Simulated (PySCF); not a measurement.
Nonlinear optical response: allyl methyl ether (SMILES C(=C)COC)

Geometry (Å), atoms numbered from 1 in this order:
```xyz
13

C     1.493    0.238    1.356
C     0.907   -0.619    0.533
C     0.502   -0.298   -0.870
O    -0.855   -0.573   -1.127
C    -1.727    0.315   -0.478
H     1.705    1.258    1.046
H     1.787   -0.041    2.361
H     0.693   -1.634    0.862
H     0.733    0.756   -1.092
H     1.064   -0.920   -1.572
H    -1.634    0.262    0.614
H    -1.543    1.353   -0.791
H    -2.742    0.035   -0.762
```

Computed, not measured: PySCF 2.14.0, quadratic response CAM-B3LYP/def2-TZVPD first hyperpolarisability, Taylor convention, gas phase. Geometry: PBE0-D3(BJ)/def2-TZVP.

(1) What is the first hyperpolarisability, and how does it disperse?

(2) Which lowest excitations, dipole and polarisabilities go with it?

## Answers

(1) In au, Taylor convention; the vector part is βᵢ = ⅓ Σⱼ (βᵢⱼⱼ + βⱼᵢⱼ + βⱼⱼᵢ); β∥ is 3/5 of the vector part along the dipole, the dipole points from − to +:
```csv
process,λ (nm),β vector norm,β∥,β HRS,depolarisation ratio
"static β(0;0,0)",∞,116.3,-68.1,44.3,7.04
"second harmonic β(−2ω;ω,ω)",1907,120.3,-70.4,45.9,7.03
"Pockels β(−ω;ω,0)",1907,117.7,-68.8,–,–
"second harmonic β(−2ω;ω,ω)",1064,130.1,-75.9,49.6,7.00
"Pockels β(−ω;ω,0)",1064,120.6,-70.5,–,–
```

(2) S1 6.60 eV (f = 0.004); S2 7.14 eV (f = 0.036); S3 7.26 eV (f = 0.043); dipole 1.26 D; isotropic α 56.3 au static, 56.4 au at 1907 nm, 56.7 au at 1064 nm, 56.9 au at 953.5 nm, 58.3 au at 532 nm.
